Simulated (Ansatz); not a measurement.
A calculation with Ansatz (development build ahead of 0.2.0).

```yaml
crystal:
  periodic: [false, false, false]
  atoms:
    - { symbol: C, position_ang: [0.12878, -0.91476, -0.6439] }
    - { symbol: Cl, position_ang: [-0.08668, 0.55298, 0.35844] }
    - { symbol: H, position_ang: [0.0244, -0.54786, -1.66608] }
    - { symbol: H, position_ang: [1.07594, -1.43968, -0.46358] }
    - { symbol: H, position_ang: [-0.76676, -1.52307, -0.41797] }
basis:
  gaussian: { orbitals: def2-SVP }
total_charge: 1
magnetization:
  spin_polarized: true
  initial_magnetization: 1
hamiltonian:
  xc: hf
correlation:
  method: mp2
  frozen_orbitals: { C: 1, Cl: 5, H: 0 }
output:
  forces: true
```

The input is written out in the form of the current development build from the run's settings.

Results

```json
{
 "Converged": "yes",
 "Reference energy": "-498.55535 hartree",
 "Correlation energy": "-0.25559 hartree",
 "Total energy": "-498.81094 hartree",
 "Spin squared of the determinant": "0.758",
 "Stability test": "minimum"
}
```

Forces (eV/Å):
| atom | Fx | Fy | Fz |
| --- | --- | --- | --- |
| C1 | -0.232 | -0.046 | 0.294 |
| Cl2 | 0.288 | -0.486 | -0.172 |
| H3 | -0.054 | 0.167 | -0.450 |
| H4 | -0.028 | 0.348 | 0.301 |
| H5 | 0.026 | 0.017 | 0.027 |

Caution: MP2 on this radical cation hangs on the determinant chosen.
